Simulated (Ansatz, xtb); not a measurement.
# C5H10O: 3 structures ranked

3 gas-phase structures of C5H10O, from a drawn sample of its isomers (lower ones may exist). Each was relaxed with GFN2-xTB:

A. `CO[C@@H]1C[C@@H]1C`, a singlet
B. `CO[C@@H]1C[C@H]1C`, a singlet
C. `COC1(C)CC1`, a singlet

Question: Estimate their order in r2SCAN-D4/def2-SVP energy at these geometries, lowest first.

Answer: Calculated order at r2SCAN-D4/def2-SVP: C (0.000), A (0.064), B (0.066) eV. Less than 1 kcal/mol parts A and B, so the order within that pair means little.

Energies above the lowest of each column, in eV; the last columns are at PBE-D3(BJ)/def2-SVP geometries:

| structure | GFN2-xTB | HF/STO-3G | r2SCAN-D4/def2-SVP | PBE-D3(BJ)/def2-SVP | CCSD(T)/def2-SVP + ΔMP2/def2-TZVPP |
| --- | --- | --- | --- | --- | --- |
| C | 0.000 | 0.004 | 0.000 | 0.000 | 0.000 |
| A | 0.050 | 0.022 | 0.064 | 0.053 | 0.094 |
| B | 0.023 | 0.000 | 0.066 | 0.047 | 0.082 |

Every level run on C puts it lowest or level with the lowest. CCSD(T)/def2-SVP + ΔMP2/def2-TZVPP orders those it was run on as C (0.000), B (0.082), A (0.094) eV. Less than 1 kcal/mol parts B and A, so the order within that pair means little. Flexible structures stand in one conformer each, not always the lowest. ΔMP2 is the change of the MP2 energy from the smaller to the larger basis.

Programs: Ansatz 0.2.0, xtb 6.7.1.
